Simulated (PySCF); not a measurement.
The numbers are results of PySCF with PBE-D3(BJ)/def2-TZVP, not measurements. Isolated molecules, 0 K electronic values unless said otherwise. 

Reference species (SMILES): `C#N` (neutral, multiplicity 1).

```
Property       Result
-------------  ------
dipole moment  2.93 D
```

Changed species: `N#C[SiH3]` (whole molecule; the reference has whole molecule).

Task: Give the shifts of the dipole moment.

Result: the dipole moment rises by 0.47 D, to 3.40 D.
